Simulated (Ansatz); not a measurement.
# Structure optimisation: nitrogen, N2 molecule

Theory: DFT, PBEsol, plane waves (420 eV) with PAW, scalar-relativistic (Ansatz). The PAW files were generated under PBE, with cores re-solved for the functional.

k-point mesh 1×1×1, Fermi-Dirac smearing 0.01 eV, no spin polarisation. The box is fixed.

Starting structure:

```
N
1.0
    12.00000    0.00000    0.00000
     0.00000   12.30000    0.00000
     0.00000    0.00000   12.60000
N
2
Direct
  0.50000 0.50000 0.45635
  0.50000 0.50000 0.54365
```

**Question.** What is the relaxed bond length?

**Answer.** 1.100 Å (start 1.100 Å).
